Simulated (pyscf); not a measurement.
Single points on ωB97X-D3(BJ)/def2-SVP structures (PySCF, gas phase).

Question: How much does it cost (ΔH, 298 K, ωB97M-D3(BJ)/def2-TZVP) to split HO–Sn(OH)(OH)–SH at its S–Sn bond into HO–Sn•(OH)–OH + SH•?

Answer: S–Sn to HO–Sn•(OH)–OH + SH•: 69.3 kcal/mol. The 7 functionals that were run give +64.6 (B3LYP-D3(BJ)) to +76.1 kcal/mol (ωB97X-D3(BJ)). Other isomers of HO–Sn•(OH)–OH were not searched in full and may lie lower. Left out: the spin-orbit lowering of SH. Elements past Kr carry the def2 core potentials, without spin-orbit coupling.
